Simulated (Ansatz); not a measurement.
hcp Co, treated with PBEsol-D3(BJ) (Ansatz, a program for electronic structure, PAW).

Run with plane-wave cutoff 520 eV, 24×24×14 k mesh (along the axes of the cell as run), Fermi–Dirac smearing 0.05 eV, spin-polarised with parallel moments, scalar-relativistic PAW data made under PBE.

Cell (relaxed at this level):

```yaml
crystal:
  lattice:
    - [1.21800, -2.10964, 0.00000]
    - [1.21800, 2.10964, 0.00000]
    - [0.00000, 0.00000, 3.93579]
  atoms:
    - { symbol: Co, position: [0.33333, 0.66667, 0.25000], spin: 1.8 }
    - { symbol: Co, position: [0.66667, 0.33333, 0.75000], spin: 1.8 }
```

Question: Predict the bulk modulus B0, magnetic moment per atom (the cell's total over its atoms) and pressure derivative B′ of the bulk modulus.

Answer: 
* **bulk modulus B0**: 260 GPa
* **magnetic moment per atom (the cell's total over its atoms)**: 1.55 μB
* **pressure derivative B′ of the bulk modulus**: 5.1

The run finds no gap.

Measured, for comparison: bulk modulus 193 GPa (zero-point energy and finite temperature contributions removed, our sources range from 193 to 198; as tabulated in doi:10.1021/acs.jctc.3c00612). Computed (rounded) less measured: bulk modulus +35 % (+31 % to +35 % over the range).

Note: the bulk modulus comes from volumes at which shape and atoms were relaxed.

Spins in the cell block are starting values.

Moments are spin moments.

The computed numbers hold no vibrational or temperature effects.
